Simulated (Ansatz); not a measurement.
# Scan of Al2H, quartet

Starting geometry (PBE0/def2-TZVP stationary point for this spin, not checked as a minimum):

```yaml
atoms:
  - { symbol: Al, position_ang: [0.0000, 0.0000, 0.2591] }
  - { symbol: Al, position_ang: [0.0000, 0.0000, -2.1014] }
  - { symbol: H, position_ang: [0.0000, 0.0000, 1.8423] }
```

From there all distances are scaled together; atoms are numbered as listed. Energies are in eV, counted from the starting geometry at the same level. Kohn–Sham curves are unrestricted where that lies lower.

Basis 6-31G; Ansatz 0.2.0. Correlated methods freeze the noble-gas cores.

A value is left out where its run failed or describes another state than the reference as far as symmetry and spin tell, or, spin-broken singlets apart, can't be checked. The reference follows the lowest state, whose symmetry changes from Σ⁻ or Δ to Π between 1.518 and 1.769.

In so small a basis the reference is far from its limit while semilocal and hybrid functionals are nearer theirs (RPA and double hybrids share much of the reference's basis error), so the functionals' errors here hold much of the reference's basis and frozen-core error, which can add to them or hide them.

Full CI is exact within this basis and frozen core; it isn't the basis-set limit.

```csv
scale of all distances,full CI,SPW92,PBE,r2SCAN,B97M-V,B3LYP,wB97M-V,RPA-PBE
0.880,1.279,1.066,1.128,1.078,1.065,1.057,0.979,1.329
1.000,0.000,0.000,0.000,0.000,0.000,0.000,0.000,0.000
1.137,0.228,0.371,0.339,0.438,0.432,0.393,0.506,0.150
1.313,1.211,1.491,1.444,1.661,1.645,1.463,1.660,1.003
1.518,2.034,2.555,2.455,2.729,2.691,2.357,–,1.672
1.769,2.314,3.096,2.859,3.195,3.149,2.643,2.683,1.898
1.973,2.395,3.349,3.054,3.431,3.332,2.811,2.804,1.940
2.425,2.494,3.725,3.352,3.721,3.594,2.972,2.914,2.017
```
